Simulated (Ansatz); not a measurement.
# Active spaces for H₂O₂, singlet

Program: Ansatz, Gaussian basis, development build; NEVPT3, NEVPT4(SD), MRCISD by development code. Basis cc-pVTZ, nonrelativistic, 2 orbitals frozen in the corrections. State-specific CASSCF; RHF is the lowest restricted (open-shell) Hartree–Fock solution met. Solutions may break the symmetry of the shape. Lower solutions, or ones in other orbitals, may exist.

Geometry:

```csv
atom,x (Å),y (Å),z (Å)
O,0.0000,0.1072,0.7341
O,0.0000,0.1072,-0.7341
H,0.0000,-0.8573,0.8808
H,0.0000,-0.8573,-0.8808
```

(1) What do CASSCF and its corrections give against RHF in CAS(2,2), and what are the occupations?

(2) How do single-reference totals in the same basis and frozen core stand against SC-NEVPT2 in CAS(2,2)?

Answers

(1) CASSCF -1.238 eV, SC-NEVPT2 -13.541 eV, FIC-NEVPT2 -13.545 eV, NEVPT3 -13.775 eV, NEVPT4(SD) -14.131 eV, MRCISD -12.969 eV; occupations 1.92, 0.08. The MRCI reference weight is 0.915.

(2) CCSD(T) -0.777 eV. Coupled cluster stands on the determinant that it favours, which can lie over the RHF solution above, and is in doubt where the occupations are far from 0, 1 and 2.
